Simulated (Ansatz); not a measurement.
Input for Ansatz (development build ahead of 0.2.0):

```yaml
crystal:
  periodic: [false, false, false]
  atoms:
    - { symbol: C, position_ang: [0.0, 0.0, -0.6021] }
    - { symbol: O, position_ang: [0.0, 0.0, 0.6021] }
basis:
  gaussian: { orbitals: cc-pVTZ }
total_charge: 1
magnetization:
  initial_magnetization: 1
hamiltonian:
  xc: hf
correlation:
  method: bccd_t
  frozen_orbitals: { C: 1, O: 1 }
```

The input is written out in the form of the current development build from the run's settings. Correlation on restricted open-shell orbitals is semicanonical, with singles.

Output:

```yaml
Converged: yes
Reference_energy_starting_determinant: -112.25739 hartree
Correlation_energy: -0.37604 hartree
Total_energy: -112.63343 hartree
```
